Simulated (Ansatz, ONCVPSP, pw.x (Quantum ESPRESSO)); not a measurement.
**tungsten (W) (bcc): variants of one ONCV potential in the solid**

```json
{
 "Element": "tungsten (W)",
 "Generator": "ONCVPSP 4.0.1.1 (patched build)",
 "Type": "optimised norm-conserving Vanderbilt (ONCV)",
 "Functional": "PBE",
 "Relativity": "scalar-relativistic",
 "Frozen core": "[Kr] 4d10 4f14",
 "Valence charge": "14",
 "Reference configuration": "5s2 5p6 5d4 6s2",
 "Partial waves": "5s+6s: rc 1.45 bohr, ncon 4, nbas 8, qcut 6.9 1/bohr, 2 projectors; 5p: rc 1.65 bohr, ncon 4, nbas 7, qcut 8 1/bohr, 2 projectors, debl 3.7 Ha; 5d: rc 2.85 bohr, ncon 4, nbas 9, qcut 6.6 1/bohr, 3 projectors, debl 2.6 Ha; f scattering state at 0.11 Ha: rc 2.90 bohr, ncon 4, nbas 8, qcut 3.8 1/bohr, 2 projectors, debl 0.9 Ha",
 "Local potential": "polynomial inside 1.40 bohr (lpopt 5, dvloc0 6 Ha)",
 "Core correction": "polynomial model core, fcfact 0.35"
}
```

Crystal test: bcc W in pw.x 7.5, no spin, 14³ k-points, Fermi–Dirac smearing 0.01 Ry, cutoffs set for each file from its atomic test. The reference is all-electron LAPW (Ansatz 0.2.0) with the same functional, mesh and smearing; V0 and B0 come from Birch–Murnaghan fits to the pressures at five volumes. Errors are pseudo minus all-electron; Δ is the rms difference of the E(V) curves that follow from these fits, minima aligned, over ±6 % about the mean V0. Mesh and smearing are coarse, so the numbers serve the comparison and aren't converged zero-temperature values; the lattice is a test structure that the element need not adopt.

All-electron: a0 = 3.184 Å (V0 = 16.15 Å³/atom), B0 = 300.6 GPa.

Base: The largest radius (2.90 bohr) exceeds half the bond length (2.60 bohr), so the spheres overlap, which is one possible source of error among others.

3 further variants are left out: they gave no file fit for a test, a broken result, the same result as the base, or pressures whose basis-set error rivals the error shown.

```tsv
change	cutoffs (Ry)	pw.x	a0 (Å)	a0 error (%)	B0 error (%)	Δ (meV/atom)	mean pressure error (GPa)
base	120/480	converged	3.183	-0.05	+0.0	1.5	-0.42
local potential polynomial inside 1.40 bohr (lpopt 5, dvloc0 4.5 Ha)	120/480	converged	3.183	-0.05	+0.0	1.6	-0.47
```

(1) Give the row for: core correction none.

## Answers

(1) pw.x: converged; mean pressure error (GPa): -0.19; a0 (Å): 3.184; a0 error (%): -0.02; B0 error (%): -0.1; Δ (meV/atom): 0.6.
